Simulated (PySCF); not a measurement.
## Converging F₂⁺ in the basis (r²SCAN)

PySCF, UKS reference; doublet, unpaired electrons π ↑; De to F⁺ + F without counterpoise correction.

```tsv
basis	relativity	functions	Re (Å)	ωe (cm⁻¹)	De (eV)
pcseg-1	no relativity	28	1.317	1135	3.55
jorge-DZP-DKH	spin-free X2C	30	1.313	1149	3.60
6-311G(d,p)	no relativity	36	1.303	1164	3.59
def2-TZVPPD	no relativity	80	1.298	1217	3.88
```

**Question.** How does each smaller set differ from the one with most functions, def2-TZVPPD?

**Answer.** pcseg-1: +1.9 pm, -6.7 % in ωe, -0.33 eV in De; jorge-DZP-DKH: +1.5 pm, -5.6 % in ωe, -0.28 eV in De; 6-311G(d,p): +0.5 pm, -4.4 % in ωe, -0.29 eV in De. All at r²SCAN; the set with most functions is neither the basis-set limit nor always the best. The rows treat relativity differently, so the differences are not basis effects alone.

The state is the lowest determinant that a PBE0 search found; another state may lie lower at other levels.
